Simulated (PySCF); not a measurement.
Job file and geometry (Å, from PBE0-D3(BJ)/def2-TZVP) of an NMR shielding run on trans-CHF=CHCOOH (SMILES O=C(O)/C=C/F), GIAO PBE0/pcSseg-2 NMR shielding, non-relativistic, gas phase in PySCF; density fitting, a coarse starting grid and PySCF grid level 2 are the driver's defaults:

```
$ OMP_NUM_THREADS=1 python probes_run.py task.json out

{"job": {"kind": "nmr", "xc": "PBE0", "basis": "pcSseg-2"}, "charge": 0, "multiplicity": 1}
O      1.085492    -1.263687    -0.566911
C      0.900123    -0.189228    -0.054862
O      1.905004     0.597326     0.367897
C     -0.404089     0.435346     0.192872
C     -1.497597    -0.216228    -0.173184
F     -2.707952     0.281625     0.012694
H      2.724381     0.122040     0.171437
H     -0.452383     1.407854     0.663878
H     -1.495331    -1.191553    -0.646974
```

Question: Write the output of this run.

Answer: 
```
coarse grid: 8376 points
cycle   1  E = -365.9969132906  dE =  1.112e+00  |g| = 9.999e-01  |ddm| = 2.171e+00
cycle   2  E = -365.6207098129  dE =  3.762e-01  |g| = 1.733e+00  |ddm| = 1.752e+00
cycle   3  E = -366.1580095242  dE = -5.373e-01  |g| = 3.033e-01  |ddm| = 1.321e+00
cycle   4  E = -366.1736621537  dE = -1.565e-02  |g| = 9.228e-02  |ddm| = 2.023e-01
cycle   5  E = -366.1750667673  dE = -1.405e-03  |g| = 2.206e-02  |ddm| = 5.746e-02
cycle   6  E = -366.1751754265  dE = -1.087e-04  |g| = 5.615e-03  |ddm| = 2.018e-02
cycle   7  E = -366.1751808588  dE = -5.432e-06  |g| = 2.466e-03  |ddm| = 4.386e-03
final grid: 83760 points
cycle   8  E = -366.1681918591  dE = -6.627e-05  |g| = 9.579e-03  |ddm| = 3.435e-02
cycle   9  E = -366.1681577892  dE =  3.407e-05  |g| = 1.645e-02  |ddm| = 1.457e-02
cycle  10  E = -366.1682090968  dE = -5.131e-05  |g| = 1.839e-03  |ddm| = 9.802e-03
cycle  11  E = -366.1682096831  dE = -5.864e-07  |g| = 5.119e-04  |ddm| = 1.259e-03
cycle  12  E = -366.1682097286  dE = -4.552e-08  |g| = 1.441e-04  |ddm| = 3.310e-04
cycle  13  E = -366.1682097332  dE = -4.591e-09  |g| = 4.427e-05  |ddm| = 1.250e-04
cycle  14  E = -366.1682097336  dE = -3.777e-10  |g| = 1.422e-05  |ddm| = 3.134e-05
converged SCF energy = -366.1682097336

GIAO shielding tensors (ppm)
atom      isotropic    diamagn.    paramagn.     s11        s22        s33       span
  0 O      -55.508     397.202    -452.710   -269.412   -181.912    284.801    554.213
  1 C       10.484     249.862    -239.378    -89.757     45.222     75.987    165.744
  2 O      117.029     387.212    -270.183    -23.863    130.572    244.378    268.241
  3 C       74.481     254.557    -180.076    -23.127    101.061    145.508    168.635
  4 C        3.860     251.236    -247.376   -105.774     41.069     76.287    182.061
  5 F      273.967     464.228    -190.261    153.011    229.673    439.216    286.205
  6 H       25.644      30.021      -4.378     21.339     22.779     32.812     11.473
  7 H       25.473      30.987      -5.514     23.497     23.921     29.000      5.503
  8 H       23.465      30.472      -7.007     21.318     21.910     27.165      5.847
```

Question: Turn these shieldings into chemical shifts. Shifts are taken against calculated references (same method and geometry level): ¹⁷O (σref 329.54) against H2O; ¹³C (σref 186.03) and ¹H (σref 31.52) against TMS; ¹⁹F (σref 174.31) vs CFCl3.

Answer: Averaging equivalent atoms: O 0: 385.0; O 2: 212.5; C 4: 182.2; C 1: 175.5; C 3: 111.6; F 5: -99.7; H 8: 8.06; H 7: 6.05; H 6: 5.88 ppm. Unscaled 19F shifts against computed CFCl3 carry errors that often reach 10 to 50 ppm. Unscaled 17O shifts of doubly bonded oxygen tend to come out too high, by tens of ppm or more. Experimental scales use liquid or dissolved standards, which lie at an offset from isolated H2O (liquid H2O: subtract about 36 ppm).

Size and cost of the density-fitted run: 258 basis functions, 44 s wall time on 1 thread of an Arm Neoverse N1, shared host; peak memory 0.93 GiB.
